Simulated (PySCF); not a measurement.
PySCF job for silicon monoxide cation (OSi), SMILES O=[Si] (connectivity only; charge and spin as stated), charge +1, multiplicity 2, TDA-PBE/def2-TZVPD. Coordinates come from a B3LYP-D3(BJ)/def2-TZVPD optimisation. The multiplicity is an assumed one; other spin states were not compared.

```python
import numpy as np
from pyscf import gto, scf, dft, tdscf

mol = gto.M(
    atom='''
    Si    0.00000000    0.00000000   -0.55370658
    O     0.00000000    0.00000000    0.96898652
    ''',
    basis='def2-TZVPD',
    charge=1,
    spin=1,
    max_memory=1600,
    verbose=4,
)
mf = dft.UKS(mol, xc='pbe').density_fit(auxbasis='def2-universal-jkfit')
mf.grids.level = 3
mf.conv_tol = 1e-9
mf.max_cycle = 100
mf.kernel()
fine, coarse = mf.grids, dft.Grids(mol).set(level=1).build(with_non0tab=True)
for _ in range(3):  # follow internal instabilities
    mf.grids = coarse
    mo, _, stable, _ = mf.stability(return_status=True, nroots=4)
    mf.grids = fine
    if stable:
        break
    mf.kernel(mf.make_rdm1(mo, mf.mo_occ))
mf.grids = dft.Grids(mol).set(level=1).build(with_non0tab=True)  # coarser grid for the response kernel
td = tdscf.TDA(mf)
td.nstates = 10
td.conv_tol = 1e-4
td.positive_eig_threshold = 1e-6
td.kernel(x0=td.get_init_guess(mf, 15))
td.analyze()
```

Log of the run:

```
PySCF version 2.14.0

[INPUT] verbose = 4
[INPUT] num. atoms = 2
[INPUT] num. electrons = 21
[INPUT] charge = 1
[INPUT] spin (= nelec alpha-beta = 2S) = 1
[INPUT] symmetry False subgroup None
[INPUT] Mole.unit = angstrom
[INPUT] Symbol           X                Y                Z      unit          X                Y                Z       unit  Magmom
[INPUT]  1 Si     0.000000000000   0.000000000000  -0.553706580000 AA    0.000000000000   0.000000000000  -1.046353789570 Bohr   0.0
[INPUT]  2 O      0.000000000000   0.000000000000   0.968986520000 AA    0.000000000000   0.000000000000   1.831119141195 Bohr   0.0

nuclear repulsion = 38.9230420910425
number of shells = 29
number of NR pGTOs = 124
number of NR cGTOs = 83
basis = def2-TZVPD
ecp = {}


[settings echo left out]
init E= -364.569192688462
  alpha nocc = 11  HOMO = -0.299770315886988  LUMO = -0.10665049116333
  beta  nocc = 10  HOMO = -0.433445224043541  LUMO = -0.299770315886981

WARN: HOMO -0.299770315886988 >= LUMO -0.299770315886981

cycle= 1 E= -363.780464176883  delta_E= 0.789  |g|= 0.819  |ddm|= 1.14
  alpha nocc = 11  HOMO = -0.387843653586458  LUMO = -0.243369527549713
  beta  nocc = 10  HOMO = -0.515013027157818  LUMO = -0.347256828128359
  HOMO = -0.387843653586  LUMO = -0.347256828128  gap/eV = 1.10442
cycle= 2 E= -356.91786042011  delta_E= 6.86  |g|= 2.67  |ddm|=  2.3
  alpha nocc = 11  HOMO = -0.604140940141967  LUMO = -0.35992999544415
  beta  nocc = 10  HOMO = -0.617509281033485  LUMO = -0.55508372857804
  HOMO = -0.604140940142  LUMO = -0.555083728578  gap/eV = 1.33491
cycle= 3 E= -364.115615997291  delta_E= -7.2  |g|= 0.122  |ddm|= 1.94
  alpha nocc = 11  HOMO = -0.582116864514914  LUMO = -0.367829744586009
  beta  nocc = 10  HOMO = -0.57487543126913  LUMO = -0.552429524400819
  HOMO = -0.574875431269  LUMO = -0.552429524401  gap/eV = 0.61078
cycle= 4 E= -364.113081383295  delta_E= 0.00253  |g|= 0.18  |ddm|= 0.367
  alpha nocc = 11  HOMO = -0.596154709164376  LUMO = -0.373820804365263
  beta  nocc = 10  HOMO = -0.588812676190001  LUMO = -0.557280313407691
  HOMO = -0.58881267619  LUMO = -0.557280313408  gap/eV = 0.85804
cycle= 5 E= -364.124613705518  delta_E= -0.0115  |g|= 0.11  |ddm|= 0.07
  alpha nocc = 11  HOMO = -0.599876078127693  LUMO = -0.374066823860705
  beta  nocc = 10  HOMO = -0.59134903211096  LUMO = -0.557024461961876
  HOMO = -0.591349032111  LUMO = -0.557024461962  gap/eV = 0.93402
cycle= 6 E= -364.128584090787  delta_E= -0.00397  |g|= 0.0629  |ddm|= 0.0383
  alpha nocc = 11  HOMO = -0.605915392803288  LUMO = -0.375657384282532
  beta  nocc = 10  HOMO = -0.596023205162589  LUMO = -0.558438106922479
  HOMO = -0.596023205163  LUMO = -0.558438106922  gap/eV = 1.02274
cycle= 7 E= -364.130362951657  delta_E= -0.00178  |g|= 0.0138  |ddm|= 0.0318
  alpha nocc = 11  HOMO = -0.606428287742703  LUMO = -0.374830743973908
  beta  nocc = 10  HOMO = -0.596339785045696  LUMO = -0.557745984506156
  HOMO = -0.596339785046  LUMO = -0.557745984506  gap/eV = 1.05019
cycle= 8 E= -364.130462905963  delta_E= -0.0001  |g|= 0.00232  |ddm|= 0.0151
  alpha nocc = 11  HOMO = -0.606184138824114  LUMO = -0.37479494167666
  beta  nocc = 10  HOMO = -0.596237061276506  LUMO = -0.557688347674565
  HOMO = -0.596237061277  LUMO = -0.557688347675  gap/eV = 1.04896
cycle= 9 E= -364.130465559478  delta_E= -2.65e-06  |g|= 0.000249  |ddm|= 0.00227
  alpha nocc = 11  HOMO = -0.606191197898062  LUMO = -0.374808657577363
  beta  nocc = 10  HOMO = -0.596261795682773  LUMO = -0.557707513875061
  HOMO = -0.596261795683  LUMO = -0.557707513875  gap/eV = 1.04912
cycle= 10 E= -364.130465586197  delta_E= -2.67e-08  |g|= 9.98e-05  |ddm|= 0.000414
  alpha nocc = 11  HOMO = -0.606178236473989  LUMO = -0.374806474744498
  beta  nocc = 10  HOMO = -0.596253387112738  LUMO = -0.557697191453552
  HOMO = -0.596253387113  LUMO = -0.557697191454  gap/eV = 1.04917
cycle= 11 E= -364.130465590803  delta_E= -4.61e-09  |g|= 9.76e-06  |ddm|= 9.88e-05
  alpha nocc = 11  HOMO = -0.606177211467922  LUMO = -0.374806303670761
  beta  nocc = 10  HOMO = -0.596252515755322  LUMO = -0.557695768812079
  HOMO = -0.596252515755  LUMO = -0.557695768812  gap/eV = 1.04918
cycle= 12 E= -364.130465590873  delta_E= -6.94e-11  |g|= 1.31e-06  |ddm|= 2.28e-05
  alpha nocc = 11  HOMO = -0.606178145674668  LUMO = -0.374806920004193
  beta  nocc = 10  HOMO = -0.596253125424489  LUMO = -0.557696266516415
  HOMO = -0.596253125424  LUMO = -0.557696266516  gap/eV = 1.04919
Extra cycle  E= -364.13046559087  delta_E= 2.44e-12  |g|= 3.17e-06  |ddm|= 3.19e-06
converged SCF energy = -364.13046559087  <S^2> = 0.75473891  2S+1 = 2.0047333
tot grids = 11592
uhf_internal: lowest eigs of H = [0.04950694 0.04951077 0.23334951 0.31689693]
<class 'pyscf.df.df_jk.DFUKS'> wavefunction is stable in the internal stability analysis
tot grids = 11592
Overwritten attributes  positive_eig_threshold  of <class 'pyscf.tdscf.uks.TDA'>


******** <class 'pyscf.tdscf.uks.TDA'> for <class 'pyscf.df.df_jk.DFUKS'> ********
nstates = 10
deg_eia_thresh = 1.000e-03
wfnsym = None
conv_tol = 0.0001
eigh lindep = 1e-12
eigh level_shift = 0
eigh max_cycle = 100


Excitation energies (eV)
[0.92124037 0.92124037 3.84093408 5.02644746 5.18719948 5.18720171
 5.58671811 5.85440812 5.85440812 6.02585818]

** Excitation energies and oscillator strengths **
Excited State   1:      0.92124 eV   1345.84 nm  f=0.0013
       9b ->   11b     -0.51574
      10b ->   11b      0.85430
Excited State   2:      0.92124 eV   1345.84 nm  f=0.0013
       9b ->   11b     -0.85430
      10b ->   11b     -0.51574
Excited State   3:      3.84093 eV    322.80 nm  f=0.0393
       9a ->   14a      0.11189
      10a ->   12a      0.18211
      10a ->   13a      0.30350
      11a ->   12a      0.30350
      11a ->   13a     -0.18211
       8b ->   11b     -0.85327
Excited State   4:      5.02645 eV    246.66 nm  f=0.0059
      10a ->   12a     -0.21453
      10a ->   13a     -0.35754
      11a ->   12a     -0.35754
      11a ->   13a      0.21453
       8b ->   11b     -0.27895
       9b ->   12b      0.12496
       9b ->   13b      0.51513
      10b ->   12b     -0.51513
      10b ->   13b      0.12496
Excited State   5:      5.18720 eV    239.02 nm  f=0.0000
      10a ->   12a     -0.34142
      10a ->   13a     -0.49229
      11a ->   12a      0.49229
      11a ->   13a     -0.34142
       9b ->   13b      0.36367
      10b ->   12b      0.36367
Excited State   6:      5.18720 eV    239.02 nm  f=0.0000
      10a ->   12a      0.49229
      10a ->   13a     -0.34142
      11a ->   12a      0.34142
      11a ->   13a      0.49229
       9b ->   12b      0.36368
      10b ->   13b     -0.36368
Excited State   7:      5.58672 eV    221.93 nm  f=0.0000
      10a ->   12a      0.60633
      10a ->   13a     -0.36381
      11a ->   12a     -0.36381
      11a ->   13a     -0.60633
Excited State   8:      5.85441 eV    211.78 nm  f=0.0271
       9a ->   12a      0.42623
       9a ->   13a     -0.85722
       8b ->   12b     -0.26581
Excited State   9:      5.85441 eV    211.78 nm  f=0.0271
       9a ->   12a      0.85722
       9a ->   13a      0.42623
       8b ->   13b      0.26581
Excited State  10:      6.02586 eV    205.75 nm  f=0.0000
       9b ->   12b      0.68718
       9b ->   13b     -0.16669
      10b ->   12b      0.16669
      10b ->   13b      0.68718

** Transition electric dipole moments (AU) **
state          X           Y           Z        Dip. S.      Osc.
  1         0.0599     -0.2349      0.0000      0.0588      0.0013
  2        -0.2349     -0.0599      0.0000      0.0588      0.0013
  3         0.0000     -0.0000      0.6460      0.4173      0.0393
  4        -0.0000      0.0000      0.2188      0.0479      0.0059
  5        -0.0000     -0.0000      0.0000      0.0000      0.0000
  6        -0.0000      0.0000     -0.0000      0.0000      0.0000
  7        -0.0000      0.0000      0.0000      0.0000      0.0000
  8        -0.1074      0.4215     -0.0000      0.1892      0.0271
  9        -0.4215     -0.1074     -0.0000      0.1892      0.0271
 10        -0.0000      0.0000     -0.0000      0.0000      0.0000

** Transition velocity dipole moments (imaginary part, AU) **
state          X           Y           Z        Dip. S.      Osc.
  1        -0.0054      0.0210     -0.0000      0.0005      0.0092
  2         0.0210      0.0053      0.0000      0.0005      0.0092
  3         0.0000     -0.0000     -0.0406      0.0016      0.0078
  4        -0.0000      0.0000     -0.0316      0.0010      0.0036
  5        -0.0000     -0.0000     -0.0000      0.0000      0.0000
  6        -0.0000      0.0000      0.0000      0.0000      0.0000
  7        -0.0000     -0.0000     -0.0000      0.0000      0.0000
  8        -0.0128      0.0501      0.0000      0.0027      0.0083
  9        -0.0501     -0.0128      0.0000      0.0027      0.0083
 10         0.0000      0.0000     -0.0000      0.0000      0.0000

** Transition magnetic dipole moments (imaginary part, AU) **
state          X           Y           Z
  1         0.2824      0.0720      0.0000
  2         0.0720     -0.2824     -0.0000
  3        -0.0000      0.0000     -0.0000
  4        -0.0000     -0.0000      0.0000
  5        -0.0000      0.0000      0.0000
  6         0.0000      0.0000     -0.0000
  7        -0.0000     -0.0000     -0.0000
  8        -0.8820     -0.2247     -0.0000
  9         0.2247     -0.8820     -0.0000
 10        -0.0000     -0.0000      0.0000
```

Self-consistency was reached.

Cost: about 6 core-seconds (a rough figure).
